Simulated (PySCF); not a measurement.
Geometries of 2 isomers of C3H5NO, from PBE0-D3(BJ)/def2-SVP geometry optimisation, gas phase in PySCF 2.14.0. One conformer each, no zero-point energy, no frequencies.

Problem. Which isomer lies lower at this level?
A.
```xyz
10
angstrom
N     -2.175    0.121   -0.571
C     -1.147   -0.148    0.117
C      0.235   -0.344   -0.388
C      1.381    0.204    0.356
O      1.076   -1.162    0.399
H     -1.935    0.167   -1.569
H     -1.250   -0.246    1.212
H      0.334   -0.473   -1.476
H      1.204    0.767    1.282
H      2.286    0.483   -0.200
```
B.
```xyz
10
angstrom
C     -1.606   -0.474    0.678
C     -0.529   -0.475   -0.107
C      0.569    0.513    0.124
N      1.614    0.413   -0.743
O      0.532    1.343    1.010
H     -1.671    0.257    1.490
H     -2.428   -1.179    0.535
H     -0.429   -1.192   -0.930
H      1.671   -0.314   -1.440
H      2.403    1.031   -0.612
```

Solution. B. That is acrylamide (`C=CC(N)=O`), 42.3 kcal/mol below the other.

```json
{"SMILES": "C=CC(N)=O", "atoms numbered as above": "[CH2:1]=[CH:2][C:3]([NH2:4])=[O:5]", "E (Eh)": "-246.83868", "relative (kcal/mol)": "0.0", "relative (kJ/mol)": "0.0", "dipole (D)": "3.56"}
{"SMILES": "[H]/N=C\\[C@H]1CO1", "atoms numbered as above": "[H]/[N:1]=[CH:2]\\[C@H:3]1[CH2:4][O:5]1", "E (Eh)": "-246.77126", "relative (kcal/mol)": "42.3", "relative (kJ/mol)": "177.0", "dipole (D)": "2.52"}
```

As drawn, the lower has a C=O bond, a C(=O)–N unit and a C=C bond outside aromatic rings, which the higher lacks; the higher has a three-membered ring and a C=N bond, which the lower lacks.
